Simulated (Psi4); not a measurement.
Pair of molecules, SMILES C#N with SMILES C#N (the first has 3 atoms); geometry from A24 set.
(charge 0, multiplicity 1):
```xyz
6

H      0.0000     0.0000     3.8552
C      0.0000     0.0000     2.7865
N      0.0000     0.0000     1.6315
H      0.0000     0.0000    -0.5938
C      0.0000     0.0000    -1.6681
N      0.0000     0.0000    -2.8253
```

Computed with SAPT0/jun-cc-pV(D+d)Z (Psi4).

Question: Give the four SAPT terms and the total, and say what mostly holds the pair together.

Answer: electrostatics -6.35, exchange 3.78, induction -1.46, dispersion -1.24, total -5.27 kcal/mol; the largest attraction is electrostatics.
